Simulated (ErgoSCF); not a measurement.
# UPBE0/6-311++G(d,p) run of OF (Oxygen monofluoride)

Aim: the energy change on altering one bond length of OF (Oxygen monofluoride) at UPBE0/6-311++G**, from 2 runs. 

The results are computed with ErgoSCF 3.8.

4 further runs of the same task are left out: 1 that didn't finish, 3 set aside as unsound or not needed.

### Step 1. Starting point

OF has 2 atoms, charge 0, and is taken as a doublet. SMILES: `[O]F`. The coordinates come from a GFN2-xTB relaxation.

Bond lengths: O1–F2 1.298 Å.

### Step 2. A single-point energy at UPBE0/6-311++G(d,p)

Contents of geom.xyz:

```xyz
2
FO
O      0.000000     0.000000     0.000000
F      0.000000     0.000000     1.298450
```

Command:

```bash
$ ergo -m geom.xyz -e 'set_nthreads("env")' -e 'scf.max_number_of_iterations = 100' -e 'basis = "6-311++Gss"' -e 'spin_polarization = 1' -e 'scf.output_mulliken_pop = 1' -e 'tmpdir = "."' -e 'XC.type = "LMG"' -e 'charge = 0' -e 'scf.use_diagonalization = 1' -e 'run "PBE0"'
```

Standard output:

```text
INMA ERGO version 3.8
INMA  max_number_of_iterations := 100
INMA  basis := 6-311++Gss
INMA Basis really set to 6-311++Gss
INMA  spin_polarization := 1
INMA  output_mulliken_pop := 1
INMA  type := LMG
INMA  charge := 0
INMA  use_diagonalization := 1
INMA running PBE0
INDF      This is a DFT calculation of type: PBE0
INDF Weighted mixed functional:
INDF               HF exchange:    0.25000
INDF                      Pbex:    0.75000
INDF                      PBEC:    1.00000
INMA Running PBE0
INSC SCF_general constructor, number of basis functions: 44
INSC Min internuclear distance:      2.45371 a.u.  =      1.29845 Angstrom
INSC Max internuclear distance:      2.45371 a.u.  =      1.29845 Angstrom
INSC Euclidean norm of overlap matrix =          4.27731054051  (acc 1.49e-08)
INSC Euclidean norm of invCholFactor after truncation =         16.76091655457
INSC Beginning of SCF cycle 1
INDF Grid for charge 8: 65 radial points, 6298 total, r=11.245853
INDF Grid for charge 9: 65 radial points, 6898 total, r=9.749515
INDF Generating LMG grid Radint = 5e-09 AngInt: [ 6 29 ]
INDF Grid pruned from 13196 to 13128 grid points.
INDF Electrons:  16.9999612  -2e-06:  U-xc energy -8.837349 (serial)
INSC nuclearEnergy, energy_2el, energy = 29.343262, 70.452625, -89.750015
INSC Energy   1 =        -89.75001520831
INSC maxabs FDS-SDF (alpha) is      3.4
INSC maxabs FDS-SDF (beta ) is     3.01
INDE E_HOMO =         -1.54958809353
INDE E_LUMO =         -1.52490430854
INDE E_HOMO =         -1.50944178045
INDE E_LUMO =         -1.50944178045
INSC <S2>_exact =   0.750, <S2> =          0.75004542394
INSC Beginning of SCF cycle 2
INDF Electrons:  16.9999847  -9e-07:  U-xc energy -16.961113 (serial)
INSC nuclearEnergy, energy_2el, energy = 29.343262, 120.786826, -168.520524
INSC Energy   2 =       -168.52052417061
INSC maxabs FDS-SDF (alpha) is      1.5
INSC maxabs FDS-SDF (beta ) is      1.5
INSC using DIIS to get combined Fock matrix, number of iters used for DIIS:  2
INDE E_HOMO =          0.13754859201
INDE E_LUMO =          0.14837729081
INDE E_HOMO =          0.08650864307
INDE E_LUMO =          0.15357687752
INSC <S2>_exact =   0.750, <S2> =          0.76426825367
INSC Beginning of SCF cycle 3
INDF Electrons:  16.9999990  -6e-08:  U-xc energy -12.377438 (serial)
INSC nuclearEnergy, energy_2el, energy = 29.343262, 75.327800, -164.170721
INSC Energy   3 =       -164.17072051210  ( diff      4.349803658505095 )
INSC maxabs FDS-SDF (alpha) is     1.14
INSC maxabs FDS-SDF (beta ) is     1.15
INSC restarting DIIS because energy did not improve.
INSC mixing best Fock matrix so far with next one, stepLength =   0.400000
INDE E_HOMO =         -0.75267142757
INDE E_LUMO =         -0.50737362522
INDE E_HOMO =         -0.72517002632
INDE E_LUMO =         -0.68928631342
INSC <S2>_exact =   0.750, <S2> =          0.75152319266
INSC Beginning of SCF cycle 4
INDF Electrons:  17.0000045   3e-07:  U-xc energy -15.088847 (serial)
INSC nuclearEnergy, energy_2el, energy = 29.343262, 103.543930, -173.712450
INSC Energy   4 =       -173.71244962012  ( diff     -5.191925449512979 )
INSC maxabs FDS-SDF (alpha) is    0.578
INSC maxabs FDS-SDF (beta ) is    0.565
INSC mixing best Fock matrix so far with next one, stepLength =   0.400000
INSC increased steplength by factor 1.1, stepLength =   0.440000
INDE E_HOMO =         -0.39427118109
INDE E_LUMO =         -0.11229497040
INDE E_HOMO =         -0.36834331084
INDE E_LUMO =         -0.27447771512
INSC <S2>_exact =   0.750, <S2> =          0.75143659765
INSC Beginning of SCF cycle 5
INDF Electrons:  16.9999999  -7e-09:  U-xc energy -14.585635 (serial)
INSC nuclearEnergy, energy_2el, energy = 29.343262, 99.447351, -174.575565
INSC Energy   5 =       -174.57556462599  ( diff     -0.863115005869645 )
INSC maxabs FDS-SDF (alpha) is    0.264
INSC maxabs FDS-SDF (beta ) is    0.257
INSC mixing best Fock matrix so far with next one, stepLength =   0.440000
INSC increased steplength by factor 1.1, stepLength =   0.484000
INDE E_HOMO =         -0.35600598108
INDE E_LUMO =         -0.01627814515
INDE E_HOMO =         -0.33365689531
INDE E_LUMO =         -0.21390944621
INSC <S2>_exact =   0.750, <S2> =          0.75276683292
INSC Beginning of SCF cycle 6
INDF Electrons:  17.0000023   1e-07:  U-xc energy -14.237439 (serial)
INSC nuclearEnergy, energy_2el, energy = 29.343262, 96.266427, -174.726800
INSC Energy   6 =       -174.72679965802  ( diff     -0.151235032031479 )
INSC maxabs FDS-SDF (alpha) is   0.0936
INSC maxabs FDS-SDF (beta ) is   0.0927
INSC mixing best Fock matrix so far with next one, stepLength =   0.484000
INSC increased steplength by factor 1.1, stepLength =   0.532400
INDE E_HOMO =         -0.33615968336
INDE E_LUMO =         -0.00094237416
INDE E_HOMO =         -0.31353637281
INDE E_LUMO =         -0.17374328317
INSC <S2>_exact =   0.750, <S2> =          0.75255717356
INSC Beginning of SCF cycle 7
INDF Electrons:  17.0000014   8e-08:  U-xc energy -14.242024 (serial)
INSC nuclearEnergy, energy_2el, energy = 29.343262, 96.476895, -174.746607
INSC Energy   7 =       -174.74660676871  ( diff     -0.019807110688475 )
INSC maxabs FDS-SDF (alpha) is   0.0619
INSC maxabs FDS-SDF (beta ) is   0.0582
INSC mixing best Fock matrix so far with next one, stepLength =   0.532400
INSC increased steplength by factor 1.1, stepLength =   0.585640
INDE E_HOMO =         -0.35221333598
INDE E_LUMO =          0.00168315492
INDE E_HOMO =         -0.33127317611
INDE E_LUMO =         -0.18191296870
INSC <S2>_exact =   0.750, <S2> =          0.75297575616
INSC Beginning of SCF cycle 8
INDF Electrons:  17.0000022   1e-07:  U-xc energy -14.195602 (serial)
INSC nuclearEnergy, energy_2el, energy = 29.343262, 96.071487, -174.751537
INSC Energy   8 =       -174.75153688745  ( diff     -0.004930118734592 )
INSC maxabs FDS-SDF (alpha) is   0.0314
INSC maxabs FDS-SDF (beta ) is   0.0319
INSC using DIIS to get combined Fock matrix, number of iters used for DIIS:  1
INDE E_HOMO =         -0.34269153978
INDE E_LUMO =          0.00243309383
INDE E_HOMO =         -0.32082789356
INDE E_LUMO =         -0.16019915943
INSC <S2>_exact =   0.750, <S2> =          0.75276765181
INSC Beginning of SCF cycle 9
INDF Electrons:  17.0000015   9e-08:  U-xc energy -14.236749 (serial)
INSC nuclearEnergy, energy_2el, energy = 29.343262, 96.545099, -174.740575
INSC Energy   9 =       -174.74057497954  ( diff      0.010961907911053 )
INSC maxabs FDS-SDF (alpha) is    0.075
INSC maxabs FDS-SDF (beta ) is   0.0723
INSC restarting DIIS because energy did not improve.
INSC mixing best Fock matrix so far with next one, stepLength =   0.585640
INDE E_HOMO =         -0.34809786157
INDE E_LUMO =          0.00182567183
INDE E_HOMO =         -0.32644874582
INDE E_LUMO =         -0.16965484585
INSC <S2>_exact =   0.750, <S2> =          0.75283826440
INSC Beginning of SCF cycle 10
INDF Electrons:  17.0000018   1e-07:  U-xc energy -14.219892 (serial)
INSC nuclearEnergy, energy_2el, energy = 29.343262, 96.349502, -174.752847
INSC Energy  10 =       -174.75284703407  ( diff     -0.001310146620597 )
INSC maxabs FDS-SDF (alpha) is   0.0327
INSC maxabs FDS-SDF (beta ) is   0.0307
INSC mixing best Fock matrix so far with next one, stepLength =   0.585640
INSC increased steplength by factor 1.1, stepLength =   0.644204
INDE E_HOMO =         -0.35533486626
INDE E_LUMO =          0.00327872111
INDE E_HOMO =         -0.33475298846
INDE E_LUMO =         -0.17647778620
INSC <S2>_exact =   0.750, <S2> =          0.75307529707
INSC Beginning of SCF cycle 11
INDF Electrons:  17.0000022   1e-07:  U-xc energy -14.196311 (serial)
INSC nuclearEnergy, energy_2el, energy = 29.343262, 96.118055, -174.753683
INSC Energy  11 =       -174.75368345425  ( diff     -0.000836420179041 )
INSC maxabs FDS-SDF (alpha) is   0.0232
INSC maxabs FDS-SDF (beta ) is   0.0236
INSC mixing best Fock matrix so far with next one, stepLength =   0.644204
INSC increased steplength by factor 1.1, stepLength =   0.708624
INDE E_HOMO =         -0.35025091785
INDE E_LUMO =          0.00302029116
INDE E_HOMO =         -0.32881112143
INDE E_LUMO =         -0.16776556996
INSC <S2>_exact =   0.750, <S2> =          0.75293712656
INSC Beginning of SCF cycle 12
INDF Electrons:  17.0000019   1e-07:  U-xc energy -14.216521 (serial)
INSC nuclearEnergy, energy_2el, energy = 29.343262, 96.328098, -174.753720
INSC Energy  12 =       -174.75371992579  ( diff     -0.000036471545002 )
INSC maxabs FDS-SDF (alpha) is   0.0257
INSC maxabs FDS-SDF (beta ) is   0.0244
INSC mixing best Fock matrix so far with next one, stepLength =   0.708624
INSC increased steplength by factor 1.1, stepLength =   0.779487
INDE E_HOMO =         -0.35607465475
INDE E_LUMO =          0.00416835255
INDE E_HOMO =         -0.33572781754
INDE E_LUMO =         -0.17564699894
INSC <S2>_exact =   0.750, <S2> =          0.75315257717
INSC Beginning of SCF cycle 13
INDF Electrons:  17.0000023   1e-07:  U-xc energy -14.193979 (serial)
INSC nuclearEnergy, energy_2el, energy = 29.343262, 96.098537, -174.752970
INSC Energy  13 =       -174.75296961468  ( diff      0.000750311110266 )
INSC maxabs FDS-SDF (alpha) is   0.0292
INSC maxabs FDS-SDF (beta ) is   0.0289
INSC restarting DIIS because energy did not improve.
INSC changing stepLength from   0.779487 to   0.389743
INSC mixing best Fock matrix so far with next one, stepLength =   0.389743
INDE E_HOMO =         -0.35391489970
INDE E_LUMO =          0.00355421849
INDE E_HOMO =         -0.33299477844
INDE E_LUMO =         -0.17218171483
INSC <S2>_exact =   0.750, <S2> =          0.75305148993
INSC Beginning of SCF cycle 14
INDF Electrons:  17.0000021   1e-07:  U-xc energy -14.204093 (serial)
INSC nuclearEnergy, energy_2el, energy = 29.343262, 96.201178, -174.755320
INSC Energy  14 =       -174.75532046417  ( diff     -0.001600538381837 )
INSC maxabs FDS-SDF (alpha) is  0.00427
INSC maxabs FDS-SDF (beta ) is  0.00473
INSC mixing best Fock matrix so far with next one, stepLength =   0.389743
INSC increased steplength by factor 1.1, stepLength =   0.428718
INDE E_HOMO =         -0.35331579551
INDE E_LUMO =          0.00354423238
INDE E_HOMO =         -0.33227640882
INDE E_LUMO =         -0.17099396836
INSC <S2>_exact =   0.750, <S2> =          0.75304034839
INSC Beginning of SCF cycle 15
INDF Electrons:  17.0000021   1e-07:  U-xc energy -14.206627 (serial)
INSC nuclearEnergy, energy_2el, energy = 29.343262, 96.227157, -174.755388
INSC Energy  15 =       -174.75538768332  ( diff     -0.000067219146189 )
INSC maxabs FDS-SDF (alpha) is  0.00159
INSC maxabs FDS-SDF (beta ) is  0.00108
INSC mixing best Fock matrix so far with next one, stepLength =   0.428718
INSC increased steplength by factor 1.1, stepLength =   0.471590
INDE E_HOMO =         -0.35348519134
INDE E_LUMO =          0.00363907297
INDE E_HOMO =         -0.33246950395
INDE E_LUMO =         -0.17100805550
INSC <S2>_exact =   0.750, <S2> =          0.75305424613
INSC Beginning of SCF cycle 16
INDF Electrons:  17.0000021   1e-07:  U-xc energy -14.206085 (serial)
INSC nuclearEnergy, energy_2el, energy = 29.343262, 96.221581, -174.755392
INSC Energy  16 =       -174.75539207211  ( diff     -0.000004388785555 )
INSC maxabs FDS-SDF (alpha) is 0.000194
INSC maxabs FDS-SDF (beta ) is 0.000573
INSC mixing best Fock matrix so far with next one, stepLength =   0.471590
INSC increased steplength by factor 1.1, stepLength =   0.518748
INDE E_HOMO =         -0.35344069690
INDE E_LUMO =          0.00368266224
INDE E_HOMO =         -0.33240982177
INDE E_LUMO =         -0.17077287786
INSC <S2>_exact =   0.750, <S2> =          0.75306028741
INSC Beginning of SCF cycle 17
INDF Electrons:  17.0000021   1e-07:  U-xc energy -14.206318 (serial)
INSC nuclearEnergy, energy_2el, energy = 29.343262, 96.223860, -174.755393
INSC Energy  17 =       -174.75539340891  ( diff     -0.000001336804701 )
INSC maxabs FDS-SDF (alpha) is 0.000469
INSC maxabs FDS-SDF (beta ) is 0.000193
INSC mixing best Fock matrix so far with next one, stepLength =   0.518748
INSC increased steplength by factor 1.1, stepLength =   0.570623
INDE E_HOMO =         -0.35347353347
INDE E_LUMO =          0.00372057855
INDE E_HOMO =         -0.33244151450
INDE E_LUMO =         -0.17069824552
INSC <S2>_exact =   0.750, <S2> =          0.75306786472
INSC Beginning of SCF cycle 18
INDF Electrons:  17.0000021   1e-07:  U-xc energy -14.206239 (serial)
INSC nuclearEnergy, energy_2el, energy = 29.343262, 96.222912, -174.755394
INSC Energy  18 =       -174.75539409159  ( diff     -0.000000682675420 )
INSC maxabs FDS-SDF (alpha) is 0.000145
INSC maxabs FDS-SDF (beta ) is 0.000251
INSC using DIIS to get combined Fock matrix, number of iters used for DIIS:  1
INDE E_HOMO =         -0.35344997401
INDE E_LUMO =          0.00375027165
INDE E_HOMO =         -0.33240080688
INDE E_LUMO =         -0.17051139966
INSC <S2>_exact =   0.750, <S2> =          0.75307670651
INSC Beginning of SCF cycle 19
INDF Electrons:  17.0000021   1e-07:  U-xc energy -14.206402 (serial)
INSC nuclearEnergy, energy_2el, energy = 29.343262, 96.224318, -174.755395
INSC Energy  19 =       -174.75539454329  ( diff     -0.000000451700600 )
INSC maxabs FDS-SDF (alpha) is 0.000308
INSC maxabs FDS-SDF (beta ) is 0.000168
INSC using DIIS to get combined Fock matrix, number of iters used for DIIS:  2
INDE E_HOMO =         -0.35348399575
INDE E_LUMO =          0.00375701223
INDE E_HOMO =         -0.33243696149
INDE E_LUMO =         -0.17053664969
INSC <S2>_exact =   0.750, <S2> =          0.75308034670
INSC Beginning of SCF cycle 20
INDF Electrons:  17.0000021   1e-07:  U-xc energy -14.206291 (serial)
INSC nuclearEnergy, energy_2el, energy = 29.343262, 96.223108, -174.755395
INSC Energy  20 =       -174.75539469041  ( diff     -0.000000147125320 )
INSC maxabs FDS-SDF (alpha) is 4.22e-05
INSC maxabs FDS-SDF (beta ) is 0.000116
INSC using DIIS to get combined Fock matrix, number of iters used for DIIS:  3
INDE E_HOMO =         -0.35348162214
INDE E_LUMO =          0.00375926221
INDE E_HOMO =         -0.33242130838
INDE E_LUMO =         -0.17046308660
INSC <S2>_exact =   0.750, <S2> =          0.75308773068
INSC Beginning of SCF cycle 21
INDF Electrons:  17.0000021   1e-07:  U-xc energy -14.206361 (serial)
INSC nuclearEnergy, energy_2el, energy = 29.343262, 96.223612, -174.755395
INSC Energy  21 =       -174.75539479695  ( diff     -0.000000106537044 )
INSC maxabs FDS-SDF (alpha) is 9.94e-06
INSC maxabs FDS-SDF (beta ) is 1.24e-05
INSC using DIIS to get combined Fock matrix, number of iters used for DIIS:  4
INDE E_HOMO =         -0.35348389699
INDE E_LUMO =          0.00375763784
INDE E_HOMO =         -0.33242176731
INDE E_LUMO =         -0.17046508368
INSC <S2>_exact =   0.750, <S2> =          0.75308926166
INSC Beginning of SCF cycle 22
INDF Electrons:  17.0000021   1e-07:  U-xc energy -14.206361 (serial)
INSC nuclearEnergy, energy_2el, energy = 29.343262, 96.223612, -174.755395
INSC Energy  22 =       -174.75539479817  ( diff     -0.000000001225089 )
INSC maxabs FDS-SDF (alpha) is 2.16e-06
INSC maxabs FDS-SDF (beta ) is 4.87e-06
INSC using DIIS to get combined Fock matrix, number of iters used for DIIS:  5
INDE E_HOMO =         -0.35348357734
INDE E_LUMO =          0.00375775342
INDE E_HOMO =         -0.33242097297
INDE E_LUMO =         -0.17046532983
INSC <S2>_exact =   0.750, <S2> =          0.75309001310
INSC Beginning of SCF cycle 23
INDF Electrons:  17.0000021   1e-07:  U-xc energy -14.206362 (serial)
INSC nuclearEnergy, energy_2el, energy = 29.343262, 96.223615, -174.755395
INSC Energy  23 =       -174.75539479833  ( diff     -0.000000000155552 )
INSC maxabs FDS-SDF (alpha) is 2.89e-07
INSC maxabs FDS-SDF (beta ) is 2.13e-07
INSC using DIIS to get combined Fock matrix, number of iters used for DIIS:  6
INDE E_HOMO =         -0.35348356148
INDE E_LUMO =          0.00375771847
INDE E_HOMO =         -0.33242102554
INDE E_LUMO =         -0.17046526826
INSC <S2>_exact =   0.750, <S2> =          0.75309007528
INSC Beginning of SCF cycle 24
INDF Electrons:  17.0000021   1e-07:  U-xc energy -14.206362 (serial)
INSC nuclearEnergy, energy_2el, energy = 29.343262, 96.223614, -174.755395
INSC Energy  24 =       -174.75539479833  ( diff     -0.000000000001478 )
INSC maxabs FDS-SDF (alpha) is 3.18e-08
INSC maxabs FDS-SDF (beta ) is 4.56e-08
RESC CONVERGED after  24 iterations.
RESC FINAL ENERGY:       -174.75539479833
RESC FINAL <S2> =          0.75309007528
TISC Main SCF loop took      6.93 usr cpu s       0.09 sys cpu s       7.08 wall s
INSC SCF: dipole_moment_x [atomic units] =      -0.00000000
INSC SCF: dipole_moment_y [atomic units] =      -0.00000000
INSC SCF: dipole_moment_z [atomic units] =       0.04632376
INSC Sum of Mulliken charges (electrons):      17.0000000
INSC Mulliken charge of atom 0 =      -0.1113593
INSC Mulliken charge of atom 1 =       0.1113593
INSC Sum of Mulliken atomic charges:       0.0000000
INSC Mulliken spin density of atom 0 =       0.8676219
INSC Mulliken spin density of atom 1 =       0.1323781
INSC Sum of Mulliken atomic spin densities:       1.0000000
```

Run time: 7.8 s. Hardware: 1 thread of Intel Xeon Platinum 8488C (Sapphire Rapids), shared host; peak memory 0.27 GiB.

[end of part 1 of 2]
